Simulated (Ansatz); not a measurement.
`C=C(C)C(C)C` + `C=C(C)O` → `C=C(C)OC` + `C=CC(C)C`  (substitution at a C–C bond)

Calculated with Ansatz (gas phase, PBE0-D4/def2-TZVP geometries, no zero-point term in ΔE). CCSD(T)/CBS adds triple-zeta CCSD(T) − MP2 to the extrapolated MP2 energy (def2 sets, frozen cores). DFT in def2-TZVPP. B3LYP here is the variant with VWN-RPA as its local correlation; programs differ in this. One conformer a species, not always the lowest.

| level | ΔE (kJ/mol) | difference from CCSD(T)/CBS |
| --- | --- | --- |
| PBE-D4 | 51.2 | -1.0 |
| r2SCAN-D4 | 50.5 | -1.7 |
| PBE0-D4 | 52.8 | 0.6 |
| ωB97X-V | 48.5 | -3.7 |
| ωB97M-V | 50.9 | -1.3 |
| B2PLYP | 47.4 | -4.8 |
| PBE | 48.9 | -3.3 |
| r2SCAN | 49.8 | -2.4 |
| B3LYP | 44.0 | -8.2 |
| HF/def2-TZVPP | 41.4 | -10.8 |
| MP2/def2-TZVPP | 56.0 | 3.8 |
| HF/def2-QZVPP | 41.1 | -11.1 |
| MP2/def2-QZVPP | 56.7 | 4.5 |
| SCS-MP2/def2-QZVPP | 52.0 | -0.2 |
| HF/CBS(def2) | 41.1 | -11.1 |
| CCSD/CBS(def2) | 51.6 | -0.6 |
| CCSD(T)/CBS | 52.2 | 0 |

Largest T1 diagnostic among the species: 0.012.

The D4 term adds +3.4 kJ/mol with B3LYP and +2.1 kJ/mol with PBE0; it sums over pairs of atoms, weighted by their polarisabilities, and B3LYP, whose exchange is more repulsive, gets the larger term. In def2-TZVPP, CCSD(T) changes the Hartree–Fock value by +9.3 kJ/mol (the triples alone add +0.6 kJ/mol) and MP2 by +14.6 kJ/mol.
